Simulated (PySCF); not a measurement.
NH₃.
Z-matrix (Å and degrees, PBE0-D3(BJ)/def2-SVP geometry), rows numbered from 1:
```
N 
H   1  1.0196
H   1  1.0196  2  105.33
H   1  1.0196  2  105.32  3  -111.05
```

Level: CAM-B3LYP/def2-SVPD in PySCF, non-relativistic, on one gas-phase PBE0-D3(BJ)/def2-SVP geometry that isn't relaxed in the solvent. The solvent is an IEF-PCM continuum (Bondi radii, 1.10 Å for H, scaled by 1.2), and excitations are vertical TDDFT with non-equilibrium linear response and a frozen core. Specific hydrogen bonds and non-electrostatic terms are outside this model.

Gas-phase singlets (H = HOMO, L = LUMO):

```csv
state,E (eV),λ (nm),f,leading configurations
S1,7.032,176,0.081,H→L 99%
S2,9.202,135,0.018,H→L+1 98%
S3,9.202,135,0.018,H→L+2 98%
S4,10.830,114,0.001,H→L+3 98%
S5,10.830,114,0.001,H→L+4 98%
```

Question: How does the list change in chloroform (ε = 4.711)?

Answer: 
```
state  E (eV)  λ (nm)      f  leading configurations  change by rank (eV)
   S1   7.244     171  0.104                 H→L 99%               +0.212
   S2   9.550     130  0.019               H→L+1 96%               +0.348
   S3   9.550     130  0.019               H→L+2 96%               +0.348
   S4  11.086     112  0.004               H→L+3 98%               +0.256
   S5  11.086     112  0.004               H→L+4 98%               +0.256
```

Question: What are the lowest 5 singlets in methanol (ε = 32.61)?

Answer: 
```csv
state,E (eV),λ (nm),f,leading configurations,change by rank (eV)
S1,7.368,168,0.106,H→L 99%,+0.336
S2,9.705,128,0.016,"H→L+1 88%, H→L+2 9%",+0.503
S3,9.705,128,0.016,"H→L+2 88%, H→L+1 9%",+0.503
S4,11.204,111,0.005,H→L+3 98%,+0.374
S5,11.205,111,0.005,H→L+4 98%,+0.375
```

Question: The ground-state energy changes by -0.203 eV from gas to methanol. By how much does the total energy of gas-phase S1 change?

Answer: E(S1) = E(S0) + excitation energy, so it changes by -0.203 + 0.336 = +0.133 eV: it isn't lowered at all, while the ground state is. This is the vertical state, with the slow part of the continuum still set for S0.

Question: How do the frontier levels move from gas to methanol?

Answer: 
```csv
orbital,gas (eV),solvent (eV),change (eV),"Löwdin shares, gas","Löwdin shares, solvent"
LUMO+2,3.88,4.33,+0.45,"H4 43 %, H3 32 %, N1 15 %, H2 10 %","H3 48 %, H4 20 %, H2 18 %, N1 15 %"
LUMO+1,3.88,4.33,+0.45,"H2 47 %, H3 25 %, N1 15 %, H4 13 %","H2 39 %, H4 37 %, N1 15 %, H3 9 %"
LUMO,1.64,1.93,+0.29,"N1 42 %, H2 19 %, H3 19 %, H4 19 %","N1 47 %, H2 18 %, H4 18 %, H3 18 %"
HOMO,-9.32,-9.42,-0.10,"N1 75 %, H4 8 %, H3 8 %, H2 8 %","N1 75 %, H2 8 %, H4 8 %, H3 8 %"
HOMO-1,-14.39,-14.23,+0.16,"N1 57 %, H4 22 %, H3 16 %, H2 5 %","N1 57 %, H3 24 %, H4 12 %, H2 7 %"
HOMO-2,-14.39,-14.23,+0.16,"N1 57 %, H2 24 %, H3 13 %, H4 7 %","N1 57 %, H2 22 %, H4 17 %, H3 5 %"
HOMO-3,-25.19,-25.05,+0.14,"N1 48 %, H4 17 %, H3 17 %, H2 17 %","N1 48 %, H2 17 %, H4 17 %, H3 17 %"
```

The HOMO–LUMO gap goes from 10.96 to 11.34 eV. Shares within a degenerate set are those of one arbitrary member.
